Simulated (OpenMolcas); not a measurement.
COF2 (carbonyl fluoride): the HOMO–LUMO gap, rung by rung

COF2: 4 atoms, total charge 0, spin state singlet. SMILES: `O=C(F)F`. Geometry: relaxed at PBE0-D4/def2-TZVP.

Quantity: the HOMO–LUMO gap, in eV. The values are calculated.

```
             level             kind     program  value (eV)
    HF/aug-cc-pVDZ     Hartree–Fock  OpenMolcas       16.94
  BLYP/aug-cc-pVDZ              GGA  OpenMolcas        6.74
revPBE/aug-cc-pVDZ              GGA  OpenMolcas        6.80
 M06-L/aug-cc-pVDZ         meta-GGA  OpenMolcas        7.58
  TPSS/aug-cc-pVDZ         meta-GGA  OpenMolcas        7.02
 B3LYP/aug-cc-pVDZ    global hybrid  OpenMolcas        9.23
M06-2X/aug-cc-pVDZ  hybrid meta-GGA  OpenMolcas       12.32
B2PLYP/aug-cc-pVDZ    double hybrid  OpenMolcas       12.84
```

The values span 6.74 to 16.94 eV. Orbital gaps aren't excitation energies, and those of double hybrids come from the SCF part alone; they tend to grow with the share of exact exchange.
